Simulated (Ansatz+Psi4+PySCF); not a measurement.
Values are calculated unless marked as measured or tabulated.
Input for PySCF 2.14.0:

```python
from pyscf import gto, scf, mp

mol = gto.M(atom="""
Li 0.000000 0.000000 0.000000
N 0.445800 -1.335500 -1.392100
H 0.986900 -0.926300 -2.151800
H 0.996500 -2.105900 -1.017100
H -0.389300 -1.743200 -1.808900
""", basis={'H': 'cc-pvtz', 'Li': 'cc-pcvtz', 'N': 'cc-pvtz'}, charge=0, spin=1)
mf = scf.UHF(mol)
mf.kernel()
pt = mp.MP2(mf, frozen=1).run()
print(mf.e_tot, pt.e_corr, pt.e_tot)
```

The script is written out from the run's settings.

The run gave:

| Quantity | Value |
| --- | --- |
| Converged | yes |
| Reference energy | -63.67192 hartree |
| Correlation energy | -0.27606 hartree |
| Total energy | -63.94798 hartree |
| Spin squared of the determinant | 0.750 |

Messages of the program:
```
WARN: HOMO -0.0584928159130804 >= LUMO -0.0584928159130804
WARN: HOMO -0.0584928159130804 >= LUMO -0.0584928159130804
```
